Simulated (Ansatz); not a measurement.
I need a composite energy at a relaxed geometry of ClH4Si2, SMILES [SiH2][SiH2]Cl. Use the Python package of Ansatz (0.2.0). Level of theory (for the species named): PBE0, def2-SVP basis, multiplicity 2.

```
atom    x (Å)    y (Å)    z (Å)
  Si  -1.2933   0.1452  -0.4305
  Si   0.7237  -0.0940   0.5016
  Cl   0.8855  -1.9810   1.2557
   H  -1.4711  -0.6924  -1.6198
   H  -1.5536   1.5896  -0.9004
   H   0.9245   0.8677   1.6345
   H   1.8456   0.0970  -0.4868
```

`clh4si2_composite.py`
```python
"""Relax ClH4Si2 cheaply, then refine its energy."""

import itertools

import ansatz as az
from ase import Atoms
from ase.data import atomic_numbers, covalent_radii
import numpy as np

atoms = Atoms(["Si", "Si", "Cl", "H", "H", "H", "H"], positions=[
    (-1.2933, 0.1452, -0.4305),
    (0.7237, -0.094, 0.5016),
    (0.8855, -1.981, 1.2557),
    (-1.4711, -0.6924, -1.6198),
    (-1.5536, 1.5896, -0.9004),
    (0.9245, 0.8677, 1.6345),
    (1.8456, 0.097, -0.4868),
])
geometry = az.Crystal.molecule_from_ase(atoms)

calc = (
    geometry.calculation()
    .basis(gaussian="def2-SVP")
    .functional("PBE0")
    .spin("collinear", total=1)
)
symbols = [site.symbol for site in geometry.cartesian_sites]
start = np.array([site.position_ang for site in geometry.cartesian_sites], dtype=float)
rep = calc.relax(force_tolerance=0.01).run(threads=1, backend="cpu").report
end = np.array(rep["positions_ang"])
# pairs closer than 1.2 times the sum of covalent radii, before or after
radius = [covalent_radii[atomic_numbers[s]] for s in symbols]
span = lambda where, i, j: np.linalg.norm(where[i] - where[j])
bonded = [(i, j) for i, j in itertools.combinations(range(len(symbols)), 2) if min(span(start, i, j), span(end, i, j)) < 1.2 * (radius[i] + radius[j])]
print("pair        before    after (A)")
for i, j in bonded:
    print(f"{symbols[i]}{i}-{symbols[j]}{j}".ljust(10), f"{span(start, i, j):8.4f} {span(end, i, j):8.4f}")

minimum = az.Crystal.molecule()
for symbol, place in zip(symbols, end):
    minimum = minimum.atom(symbol, place.tolist())
at_minimum = minimum.calculation().spin("collinear", total=1)
# MP2 extrapolated to the basis limit, plus the small-basis difference CCSD(T) - MP2
level = lambda method, basis: at_minimum.basis(gaussian=basis).correlation(method).run(threads=1, backend="cpu").report
small, large, cluster = level("mp2", "cc-pVDZ"), level("mp2", "cc-pVTZ"), level("ccsd_t", "cc-pVDZ")
corr = lambda each: (each["free_energy_ev"] - each["reference_energy_ev"]) / 27.211386246
mp2_limit = (27 * corr(large) - 8 * corr(small)) / 19
pieces = {"HF / cc-pVTZ": large["reference_energy_ev"] / 27.211386246, "MP2 correlation, DZ-TZ limit": mp2_limit, "CCSD(T) - MP2 / cc-pVDZ": corr(cluster) - corr(small)}
for name, value in pieces.items():
    print(f"{name:32s} {value:14.6f} Ha")
print(f"{'sum':32s} {sum(pieces.values()):14.6f} Ha")
print("T1 diagnostic", round(cluster["correlation"]["coupled_cluster"]["t1_diagnostic"], 4))
```

```console
$ python clh4si2_composite.py
pair        before    after (A)
Si0-Si1      2.2348   2.3304
Si0-H3       1.4655   1.4945
Si0-H4       1.5411   1.4965
Si1-Cl2      2.0385   2.0781
Si1-H5       1.4995   1.4919
Si1-H6       1.5073   1.4942
HF / cc-pVTZ                       -1039.750483 Ha
MP2 correlation, DZ-TZ limit          -0.456219 Ha
CCSD(T) - MP2 / cc-pVDZ               -0.060379 Ha
sum                                -1040.267080 Ha
T1 diagnostic 0.0119
```

Caveats:
- These settings explore the input space; basis and method may be short of convergence.
- The sum leaves out core correlation, relativity, the Hartree-Fock basis error and zero-point energy; a DZ-TZ extrapolation is rough.
- The run takes the species as open-shell (spin multiplicity 2), which needn't be its ground state.
- Inner cores stay frozen, so this is valence correlation.
- For Al to Cl the sets with a tight d function, cc-pV(X+d)Z, are usual.
- An extrapolation from small basis sets is rough.
- The whole script took 37 s on 1 thread of Arm Neoverse V1 (shared host), peak memory 0.39 GiB.
